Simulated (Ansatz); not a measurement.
Ansatz (a program for electronic structure) input:
A basis named .json is the Basis Set Exchange file of that set.

Ansatz 0.2 input:
```yaml
crystal:
  periodic: [false, false, false]
  atoms:
    - {symbol: C, position_ang: [-0.00000000, -0.00000000, -0.73641303]}
    - {symbol: N, position_ang: [0.00000000, 0.00000000, 0.42763309]}
    - {symbol: H, position_ang: [0.00000000, 0.00000000, 1.42504654]}
basis:
  gaussian:
    orbitals: cc-pVQZ
    fitting: {mean_field: def2-universal-jkfit, correlation: cc-pVQZ-RIFIT.json}
magnetization: {spin_polarized: false}
correlation: {method: mp2, electrons: outside_noble_gas}
```

Problem. Predict the final energy.

Solution. -93.25336 Eh (RI-MP2/cc-pVQZ). The basis has 140 functions.
